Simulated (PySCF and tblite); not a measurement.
Molecule: C₃H₇N, numbered as in [CH2:1]1[CH2:2][NH:3][CH2:4]1; H are named by their carrier, a and b as at the first point (Å):

```
C1       0.716   -0.599    0.004
C2       0.527    0.907    0.202
N3      -0.946    0.799    0.004
C4      -0.812   -0.686    0.011
H1a      1.167   -0.863   -0.951
H1b      1.230   -1.128    0.802
H2a      1.043    1.564   -0.499
H2b      0.738    1.242    1.220
H3      -1.120    1.062   -0.964
H4a     -1.222   -1.086    0.940
H4b     -1.280   -1.199   -0.831
```

The mean out-of-plane torsion at N3 (0° is planar) is held and the rest relaxed at GFN2-xTB. Energies: PBE0/pcSseg-1 + D3(BJ), IEF-PCM acetone. Couplings: B3LYP/6-31G* with H pcJ-1 N pcJ-1 C pcJ-1, gas phase, for ¹H, ¹³C, ¹⁵N. (tblite 0.8, PySCF 2.14.)

³J(H3,H4a) against the H–N3–C4–H torsion:

| torsion ° | J (Hz) |
| --- | --- |
| 19 | 9.7 |
| 22 | 11.3 |
| 33 | 5.5 |
| 51 | ? |
| 63 | -1.7 |
| 77 | -1.7 |
| 92 | 0.0 |
| 106 | 2.0 |
| 146 | 10.9 |

Fit J = A cos²φ + B cos φ + C to the complete rows and predict the withheld coupling.

A = 15.41, B = -2.97, C = -1.37 Hz (8 points, rms 1.41 Hz). At 51°, cos φ = 0.629 and J = 2.9 Hz; the calculation gave 0.6 Hz. The curve holds between 19° and 146° alone.

The scan took 3.2 min on 1 thread of Arm Neoverse V1, on a host shared with other jobs (rough), peak memory 0.83 GiB, launched as `OMP_NUM_THREADS=1 python ens_run.py task.json out`.
